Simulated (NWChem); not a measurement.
All runs are NWChem calculations. System: O3 (-1), charge -1, spin multiplicity 2, at a geometry optimised with UPBE/def2-SVP. The structure started from a generated list of species. Its SCF solution wasn't tested for a lower state. Level: ULC-wPBE (omega 0.3 per bohr)/aug-cc-pVDZ.

Input file:

```
start mol
memory heap 200 mb stack 900 mb global 1100 mb
charge -1
geometry units angstroms nocenter noautoz
  O     -1.157090     0.000000     0.240885
  O      0.000000     0.000000    -0.481769
  O      1.157090     0.000000     0.240885
  symmetry group C2v
end
basis spherical
  * library aug-cc-pvdz
end
dft
  xc xwpbe 1.00 cpbe96 1.0 hfexch 1.00
  cam 0.3 cam_alpha 0.00 cam_beta 1.00
  odft
  mult 2
  direct
  iterations 100
end
task dft energy
```

NWChem printed:

```
             Northwest Computational Chemistry Package (NWChem) 7.3.0
             --------------------------------------------------------

                                NWChem Input Module
                                -------------------

 Scaling coordinates for geometry "geometry" by  1.889725989
 (inverse scale =  0.529177249)

 Turning off AUTOSYM since
 SYMMETRY directive was detected!

                             Geometry "geometry" -> ""
                             -------------------------

 Output coordinates in angstroms (scale by  1.889725989 to convert to a.u.)

  No.       Tag          Charge          X              Y              Z
 ---- ---------------- ---------- -------------- -------------- --------------
    1 O                    8.0000    -1.15709000     0.00000000     0.24088500
    2 O                    8.0000     0.00000000     0.00000000    -0.48176900
    3 O                    8.0000     1.15709000     0.00000000     0.24088500

 Effective nuclear repulsion energy (a.u.)      64.2856950900

            Nuclear Dipole moment (a.u.)
            ----------------------------
        X                 Y               Z
 ---------------- ---------------- ----------------
     0.0000000000     0.0000000000     0.0000151178

      Symmetry information
      --------------------

 Group name             C2v
 Group number             16
 Group order               4
 No. of unique centers     2

      Symmetry unique atoms

     1    2


 Summary of "ao basis" -> "" (spherical)
 ------------------------------------------------------------------------------
       Tag                 Description            Shells   Functions and Types
 ---------------- ------------------------------  ------  ---------------------
 *                        aug-cc-pvdz                 on all atoms

  pbe96 is a nonlocal functional; adding pw91lda local functional.

                                 NWChem DFT Module
                                 -----------------

 Summary of "ao basis" -> "ao basis" (spherical)
 ------------------------------------------------------------------------------
       Tag                 Description            Shells   Functions and Types
 ---------------- ------------------------------  ------  ---------------------
 O                        aug-cc-pvdz                9       23   4s3p2d

 Summary of "ao basis" -> "ao basis" (spherical)
 ------------------------------------------------------------------------------
       Tag                 Description            Shells   Functions and Types
 ---------------- ------------------------------  ------  ---------------------
 O                        aug-cc-pvdz                9       23   4s3p2d

      Symmetry analysis of basis
      --------------------------

        a1         27
        a2          9
        b1         21
        b2         12

  int_init: cando_txs set to always be  F

            General Information
            -------------------
          SCF calculation type: DFT
          Wavefunction type:  spin polarized.
          No. of atoms     :     3
          No. of electrons :    25
           Alpha electrons :    13
            Beta electrons :    12
          Charge           :    -1
          Spin multiplicity:     2
          Use of symmetry is: on ; symmetry adaption is: on
          Maximum number of iterations: 100
          This is a Direct SCF calculation.
          AO basis - number of functions:    69
                     number of shells:    27
[...]
    27      0.262499  2 O  s                 30     -0.255368  2 O  pz
    26      0.172745  2 O  s                 33     -0.140049  2 O  pz
    13      0.132974  1 O  pz                59      0.132974  3 O  pz

 Vector   11  Occ=1.000000D+00  E=-1.236069D-01  Symmetry=b1
              MO Center= -1.0D-13,  1.7D-15,  1.7D-01, r^2= 2.2D+00
   Bfn.  Coefficient  Atom+Function         Bfn.  Coefficient  Atom+Function
  ----- ------------  ---------------      ----- ------------  ---------------
     5      0.333486  1 O  px                51      0.333486  3 O  px
     7      0.330416  1 O  pz                53     -0.330416  3 O  pz
    10      0.227241  1 O  pz                56     -0.227241  3 O  pz
     8      0.223937  1 O  px                54      0.223937  3 O  px
    13      0.107683  1 O  pz                59     -0.107683  3 O  pz

 Vector   12  Occ=1.000000D+00  E=-1.122583D-01  Symmetry=a2
              MO Center= -1.4D-16, -1.8D-15,  2.2D-01, r^2= 2.1D+00
   Bfn.  Coefficient  Atom+Function         Bfn.  Coefficient  Atom+Function
  ----- ------------  ---------------      ----- ------------  ---------------
     6      0.453260  1 O  py                52     -0.453260  3 O  py
     9      0.307474  1 O  py                55     -0.307474  3 O  py
    12      0.137151  1 O  py                58     -0.137151  3 O  py
    42     -0.029800  2 O  d -2

 Vector   13  Occ=0.000000D+00  E= 2.111980D-01  Symmetry=b2
              MO Center= -7.8D-16,  2.4D-16,  2.5D-02, r^2= 2.2D+00
   Bfn.  Coefficient  Atom+Function         Bfn.  Coefficient  Atom+Function
  ----- ------------  ---------------      ----- ------------  ---------------
    29      0.471276  2 O  py                35      0.405683  2 O  py
     6     -0.356436  1 O  py                52     -0.356436  3 O  py
    32      0.339435  2 O  py                12     -0.336217  1 O  py
    58     -0.336217  3 O  py                 9     -0.251947  1 O  py
    55     -0.251947  3 O  py

 Vector   14  Occ=0.000000D+00  E= 2.889612D-01  Symmetry=b1
              MO Center= -8.7D-16, -3.5D-30,  5.5D-01, r^2= 1.2D+01
   Bfn.  Coefficient  Atom+Function         Bfn.  Coefficient  Atom+Function
  ----- ------------  ---------------      ----- ------------  ---------------
     4      4.490420  1 O  s                 50     -4.490420  3 O  s
    34      3.195025  2 O  px                11      1.680802  1 O  px
    57      1.680802  3 O  px                13     -1.192985  1 O  pz
    59      1.192985  3 O  pz                31      0.500801  2 O  px
    10     -0.180867  1 O  pz                56      0.180867  3 O  pz

 Vector   15  Occ=0.000000D+00  E= 2.924271D-01  Symmetry=a1
              MO Center=  4.8D-14,  5.8D-16, -3.3D-01, r^2= 1.0D+01
   Bfn.  Coefficient  Atom+Function         Bfn.  Coefficient  Atom+Function
  ----- ------------  ---------------      ----- ------------  ---------------
    27      7.543405  2 O  s                  4     -3.590270  1 O  s
    50     -3.590270  3 O  s                 36      2.176439  2 O  pz
    11     -1.653137  1 O  px                57      1.653137  3 O  px
    13      0.752694  1 O  pz                59      0.752694  3 O  pz
    33      0.270428  2 O  pz                 8     -0.260643  1 O  px

   alpha - beta orbital overlaps
   -----------------------------

   alpha      1      2      3      4      5      6      7      8      9     10
    beta      1      2      3      4      5      6      7      9      8     12
 overlap   1.000  1.000  1.000  1.000  1.000  1.000  1.000  0.996  1.000  0.999

   alpha     11     12     13     14     15     16     17     18     19     20
    beta     10     11     13     14     15     16     17     18     19     20
 overlap   1.000  1.000  0.988  1.000  0.999  0.999  0.994  0.991  0.999  1.000

   alpha     21     22     23     24     25     26     27     28     29     30
    beta     21     22     23     24     25     26     27     28     29     30
 overlap   0.993  0.991  0.989  1.000  0.989  1.000  1.000  1.000  1.000  1.000

   alpha     31     32     33     34     35     36     37     38     39     40
    beta     31     32     33     34     35     36     37     38     40     39
 overlap   0.999  1.000  0.999  0.999  0.997  1.000  0.995  1.000  0.997  0.986

   alpha     41     42     43     44     45     46     47     48     49     50
    beta     41     42     43     44     45     46     47     48     49     50
 overlap   0.985  0.999  0.994  1.000  1.000  1.000  1.000  1.000  1.000  1.000

   alpha     51     52     53     54     55     56     57     58     59     60
    beta     51     52     53     54     55     56     57     58     59     60
 overlap   1.000  1.000  0.999  0.998  1.000  0.999  1.000  0.998  0.999  1.000

   alpha     61     62     63     64     65     66     67     68     69
    beta     61     62     63     64     65     66     67     68     69
 overlap   0.998  1.000  0.999  0.999  1.000  1.000  1.000  1.000  1.000

     --------------------------
     Expectation value of S2:
     --------------------------
      <S2> =      0.7529 (Exact =     0.7500)

 center of mass
 --------------
 x =   0.00000000 y =   0.00000000 z =   0.00000063

 moments of inertia (a.u.)
 ------------------
          19.886073261540           0.000000000000           0.000000000000
           0.000000000000         172.834054284781           0.000000000000
           0.000000000000           0.000000000000         152.947981023241

     Multipole analysis of the density
     ---------------------------------

     L   x y z        total         alpha         beta         nuclear
     -   - - -        -----         -----         ----         -------
     0   0 0 0     -1.000000    -13.000000    -12.000000     24.000000

     1   1 0 0      0.000000      0.000000      0.000000      0.000000
     1   0 1 0     -0.000000     -0.000000     -0.000000      0.000000
     1   0 0 1     -0.425935     -0.199850     -0.226100      0.000015

     2   2 0 0    -19.857040    -49.927144    -46.428222     76.498327
     2   1 1 0     -0.000000     -0.000000      0.000000      0.000000
     2   1 0 1     -0.000000      0.000000     -0.000000      0.000000
     2   0 2 0    -14.073270     -7.560073     -6.513197      0.000000
     2   0 1 1      0.000000      0.000000      0.000000      0.000000
     2   0 0 2    -14.975033    -12.907374    -12.013860      9.946201

 Task  times  cpu:        7.9s     wall:        7.9s

 Total times  cpu:        7.9s     wall:        7.9s
```
